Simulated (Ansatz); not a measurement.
**O–C–SiH, doublet: vertical spin and charge gaps**

Geometry (PBE0/def2-TZVP stationary point for this spin, not checked as a minimum):

```xyz
4

O     0.0000    0.0081    1.7553
C     0.0000    0.0521    0.6128
Si    0.0000   -0.0787   -1.2206
H     0.0000    1.4425   -1.1525
```

Basis cc-pVDZ; Ansatz 0.2.0. Only valence electrons are correlated (noble-gas cores frozen). R marks a restricted (for open shells ROHF) determinant, U an unrestricted one.

Gaps are energies of the second state less the first, at fixed atoms, for a selection of the levels run; each method lands on the state that its own search finds for that charge and spin.

For open shells CISD is restricted-active-space CI with the open shells as a complete middle space. A value is left out where its run failed or describes another state than the reference as far as symmetry and spin tell, or, spin-broken singlets apart, can't be checked.

Removing an electron, to the triplet: 9.353 eV at UCCSDT(Q).

```tsv
level	gap (eV)	error (meV)
RHF	8.550	-803
UHF	8.569	-784
RMP2	9.192	-161
UMP2	9.213	-140
CISD	9.114	-239
RCCSD	9.315	-38
UCCSD	9.315	-38
RCCSD(T)	9.349	-4
UCCSD(T)	9.350	-3
BCCD(T)	9.352	-1
RCCSDT	9.353	0
UCCSDT	9.352	-1
RCCSDT(Q)	9.353	0
PBE	9.658	305
r2SCAN	9.649	296
PBE0	9.686	333
B3LYP	9.800	447
wB97M-V	9.719	366
B2PLYP	9.562	209
RPA-PBE	9.568	215
```

Quartet less doublet: 3.990 eV at UCCSDT(Q).

| level | gap (eV) | error (meV) |
| --- | --- | --- |
| UHF | 3.105 | -885 |
| UCCSD | 3.909 | -81 |
| RCCSD(T) | 3.991 | 1 |
| UCCSD(T) | 3.990 | 0 |
| UCCSDT | 3.984 | -6 |
| r2SCAN | 3.705 | -285 |
| PBE0 | 3.773 | -217 |
| B3LYP | 3.960 | -30 |
| wB97M-V | 4.104 | 114 |
| RPA-PBE | 4.019 | 29 |

In so small a basis the reference is far from its limit while semilocal and hybrid functionals are nearer theirs (RPA and double hybrids share much of the reference's basis error), so the functionals' errors here hold much of the reference's basis and frozen-core error, which can add to them or hide them.

Full CI isn't at hand for all of this; UCCSDT(Q) serves as the reference, and is uncertain by about the last step of the cluster series. The frozen core follows each run's orbitals, which can shift R against U totals by a few meV.
